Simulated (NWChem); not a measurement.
All runs are NWChem calculations. System: C$_{3}$H$_{6}$O, charge 0, spin multiplicity 1, displaced from the optimised geometry. Level: PBE0/def2-SVP.

NWChem printed:

```
             Northwest Computational Chemistry Package (NWChem) 7.3.0
             --------------------------------------------------------

                                NWChem Input Module
                                -------------------

 Scaling coordinates for geometry "geometry" by  1.889725989
 (inverse scale =  0.529177249)

 Turning off AUTOSYM since
 SYMMETRY directive was detected!

                             Geometry "geometry" -> ""
                             -------------------------

 Output coordinates in angstroms (scale by  1.889725989 to convert to a.u.)

  No.       Tag          Charge          X              Y              Z
 ---- ---------------- ---------- -------------- -------------- --------------
    1 C                    6.0000    -1.31334800    -0.11961000    -0.62895500
    2 C                    6.0000     0.00000000     0.00000000     0.19059200
    3 C                    6.0000     1.31334800     0.11961000    -0.62895500
    4 O                    8.0000     0.00000000     0.00000000     1.43504400
    5 H                    1.0000    -1.27626900    -1.02074800    -1.31396100
    6 H                    1.0000    -1.44971400     0.78599400    -1.29540800
    7 H                    1.0000    -2.19215400    -0.21030300     0.07114600
    8 H                    1.0000     2.19215400     0.21030300     0.07114600
    9 H                    1.0000     1.44971400    -0.78599400    -1.29540800
   10 H                    1.0000     1.27626900     1.02074800    -1.31396100

 Effective nuclear repulsion energy (a.u.)     116.1503740406

            Nuclear Dipole moment (a.u.)
            ----------------------------
        X                 Y               Z
 ---------------- ---------------- ----------------
     0.0000000000     0.0000000000    -0.0000037795

      Symmetry information
      --------------------

 Group name             C2
 Group number              4
 Group order               2
 No. of unique centers     6

      Symmetry unique atoms

     1    2    4    5    6    7


 Summary of "ao basis" -> "" (spherical)
 ------------------------------------------------------------------------------
       Tag                 Description            Shells   Functions and Types
 ---------------- ------------------------------  ------  ---------------------
 *                          def2-svp                  on all atoms

                                 NWChem DFT Module
[...]
     2   0 2 0    -18.049406    -15.416122    -15.416122     12.782837
     2   0 1 1      0.000000      0.000000      0.000000      0.000000
     2   0 0 2    -21.194152    -61.054517    -61.054517    100.914882

            General Information
            -------------------
          SCF calculation type: DFT
          Wavefunction type:  closed shell.
          No. of atoms     :    10
          No. of electrons :    32
           Alpha electrons :    16
            Beta electrons :    16
          Charge           :     0
          Spin multiplicity:     1
          Use of symmetry is: on ; symmetry adaption is: on
          Maximum number of iterations: 100
          AO basis - number of functions:    86
                     number of shells:    42
          Convergence on energy requested:  1.00D-06
          Convergence on density requested:  1.00D-05
          Convergence on gradient requested:  5.00D-04

              XC Information
              --------------
                         PBE0 Method XC Functional
                     Hartree-Fock (Exact) Exchange  0.250
          PerdewBurkeErnzerhof Exchange Functional  0.750
            Perdew 1991 LDA Correlation Functional  1.000 local
           PerdewBurkeErnz. Correlation Functional  1.000 non-local

             Grid Information
             ----------------
          Grid used for XC integration:  medium
          Radial quadrature: Mura-Knowles
          Angular quadrature: Lebedev.
          Tag              B.-S. Rad. Rad. Pts. Rad. Cut. Ang. Pts.
          ---              ---------- --------- --------- ---------
          C                   0.70       49          10.0       434
          O                   0.60       49           9.0       434
          H                   0.35       45          11.0       434
          Grid pruning is: on
          Number of quadrature shells:   282
          Spatial weights used:  Erf1

          Convergence Information
          -----------------------
          Convergence aids based upon iterative change in
          total energy or number of iterations.
          Levelshifting, if invoked, occurs when the
          HOMO/LUMO gap drops below (HL_TOL):  1.00D-02
          DIIS, if invoked, will attempt to extrapolate
          using up to (NFOCK): 10 stored Fock matrices.

                    Damping( 0%)  Levelshifting(0.5)       DIIS
                  --------------- ------------------- ---------------
          dE  on:    start            ASAP                start
          dE off:    2 iters        100 iters           100 iters

      Screening Tolerance Information
      -------------------------------
          Density screening/tol_rho:  1.00D-10
          AO Gaussian exp screening on grid/accAOfunc:  14
          CD Gaussian exp screening on grid/accCDfunc:  20
          XC Gaussian exp screening on grid/accXCfunc:  20
          Schwarz screening/accCoul:  1.00D-08

                            NWChem DFT Gradient Module
                            --------------------------

  charge          =   0.00
  wavefunction    = closed shell

  Using symmetry

                         DFT ENERGY GRADIENTS

    atom               coordinates                        gradient
                 x          y          z           x          y          z
   1 C      -2.481868  -0.226030  -1.188553   -0.002527  -0.000292  -0.001943
   2 C       0.000000   0.000000   0.360167    0.000000   0.000000  -0.036039
   3 C       2.481868   0.226030  -1.188553    0.002527   0.000292  -0.001943
   4 O       0.000000   0.000000   2.711840    0.000000   0.000000   0.064142
   5 H      -2.411799  -1.928934  -2.483026   -0.000167  -0.014402  -0.011791
   6 H      -2.739562   1.485313  -2.447966   -0.002918   0.014344  -0.011480
   7 H      -4.142570  -0.397415   0.134446   -0.014994  -0.001536   0.011162
   8 H       4.142570   0.397415   0.134446    0.014994   0.001536   0.011162
   9 H       2.739562  -1.485313  -2.447966    0.002918  -0.014344  -0.011480
  10 H       2.411799   1.928934  -2.483026    0.000167   0.014402  -0.011791

                 ----------------------------------------
                 |  Time  |  1-e(secs)   |  2-e(secs)   |
                 ----------------------------------------
                 |  CPU   |       0.00   |       0.91   |
                 ----------------------------------------
                 |  WALL  |       0.00   |       0.91   |
                 ----------------------------------------

 Task  times  cpu:        6.2s     wall:        6.2s

 Total times  cpu:        6.3s     wall:        6.3s
```

Question: Write an NWChem input that would produce this output.

Answer: This is not unique; one that fits is 
```
start mol
memory heap 200 mb stack 900 mb global 1100 mb
geometry units angstroms nocenter noautoz
  C     -1.313348    -0.119610    -0.628955
  C      0.000000     0.000000     0.190592
  C      1.313348     0.119610    -0.628955
  O      0.000000     0.000000     1.435044
  H     -1.276269    -1.020748    -1.313961
  H     -1.449714     0.785994    -1.295408
  H     -2.192154    -0.210303     0.071146
  H      2.192154     0.210303     0.071146
  H      1.449714    -0.785994    -1.295408
  H      1.276269     1.020748    -1.313961
  symmetry group C2
end
basis spherical
  * library def2-svp
end
dft
  xc pbe0
  semidirect memsize 60000000 filesize 0
  iterations 100
  vectors input hcore
end
task dft gradient
```
